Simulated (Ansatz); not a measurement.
in.yaml

```yaml
crystal:
  periodic: [false, false, false]
  atoms:
    - {symbol: C, position_ang: [0.000000, -1.033092, 1.493061]}
    - {symbol: Ge, position_ang: [0.000000, 0.334803, 0.081537]}
    - {symbol: O, position_ang: [0.000000, -0.729085, -1.353363]}
    - {symbol: H, position_ang: [0.000000, -0.245076, -2.185226]}
basis:
  gaussian: {orbitals: 6-31G}
magnetization: {spin_polarized: true, initial_magnetization: 5}
correlation: {method: mp2, electrons: outside_noble_gas}
nroots: 3
output: {forces: true}
```

```sh
$ ansatz run in.yaml --threads 1 --pin off --events-out ev --progress --plain --max-ram 2393MiB
```

**Question.** How does this run end?

**Answer.** Refused. The input was made wrong on purpose (unknown input key), so the run isn't a sound calculation of what was asked.
```
Error: YAML parse error: error: line 12 column 1: unknown field `nroots`, expected one of crystal, accuracy, basis, kpoints, hamiltonian, magnetization, projection, total_charge, correlation, batch, efield, external_charges, scf, relax, neb, saddle, md, ramp, phonons, dielectric, real_time, elastic, magnetic_configurations, gw, evaluate, workflow, output, checkpoint, execution
  --> <input>:12:1
   |
10 | magnetization: {spin_polarized: true, initial_magnetization: 5}
11 | correlation: {method: mp2, electrons: outside_noble_gas}
12 | nroots: 3
   | ^ unknown field `nroots`, expected one of crystal, accuracy, basis, kpoints, hamiltonian, magnetization, projection, total_charge, correlation, batch, efield, external_charges, scf, relax, neb, saddle, md, ramp, phonons, dielectric, real_time, elastic, magnetic_configurations, gw, evaluate, workflow, output, checkpoint, execution
13 | output: {forces: true}
   |
```
